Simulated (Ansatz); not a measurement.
**Voigt–Reuss–Hill shear modulus of rock-salt LiF at several levels of theory**

No measured value is used here.

```csv
level (code),value (GPa),cell (Å³/atom)
LDA (Ansatz),62.3,7.47
PBE (Ansatz),___,8.42
r²SCAN (Ansatz),57.7,7.94
B3LYP (VWN-RPA form) (Ansatz),___,8.14
LC-ωPBE (Ansatz),53.5,8.15
Hartree–Fock (Ansatz),55.3,7.96
```

Problem. Some entries are withheld; supply them.

Solution. 
- PBE (Ansatz, a program for electronic structure), value (GPa): 46.1
- B3LYP (VWN-RPA form) (Ansatz), value (GPa): 49.9

Each level is taken at its own relaxed cell. Cutoffs differ between the levels. Ansatz's density-functional and Hartree–Fock values are scalar-relativistic unless marked +SOC, with PAW data made under PBE.
